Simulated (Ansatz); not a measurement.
Input file:

```yaml
crystal:
  periodic: [false, false, false]
  atoms:
    - {symbol: B, position_ang: [0.000000, -0.155576, 0.000000]}
    - {symbol: H, position_ang: [0.000000, 0.834343, -0.662693]}
    - {symbol: H, position_ang: [0.000000, 0.834343, 0.662693]}
basis:
  gaussian: {orbitals: cc-pVTZ}
magnetization: {spin_polarized: false, initial_magnetization: 1}
hamiltonian: {pseudopotentials: {relativity: none}}
correlation: {active_space: {ras: {orbitals: [3, 1, 54], electrons: 7, max_holes: 2, max_particles: 2}, fixed_orbitals: true}}
accuracy: high
```

```sh
$ ansatz run in.yaml --threads 1 --pin off --events-out ev --progress --plain --max-ram 2393MiB
```

Log:

```
926 factors; integrals over basis functions are off by at most 2.9e-9 eV
mean field evaluation 1: about -697.8983 eV, gradient 9.2e0 eV
mean field evaluation 2: about -697.8976 eV, gradient 9.2e0 eV
mean field evaluation 4: about -698.8034 eV, gradient 5.6e-1 eV
mean field evaluation 8: about -698.8063 eV, gradient 2.8e-4 eV
mean field -698.80634616 eV, -25.6806595533 hartree, gradient 1.8e-8 eV, S^2 0.750000; 0 other end points of the search recorded, 0 dependent functions left out
reference -698.80634616 eV, -25.6806595533 hartree; 4, 3 occupied and 54, 55 virtual orbitals, 926 factors
state -701.99255345 eV, -25.7977505117 hartree
Total energy: -701.99255345 eV, -25.7977505117 hartree
```

Natural occupations: 1.9989 1.9629 1.9470 0.9925 0.0278 0.0140 0.0136 0.0086 0.0081 0.0062 0.0041 0.0035 0.0030 0.0021 0.0012 0.0010 0.0007 0.0007 0.0006 0.0005 0.0004 0.0004 0.0003 0.0002.

Ran on 1 thread of Arm Neoverse V1, shared host: 1.8 s wall, 0.14 GiB peak host memory.
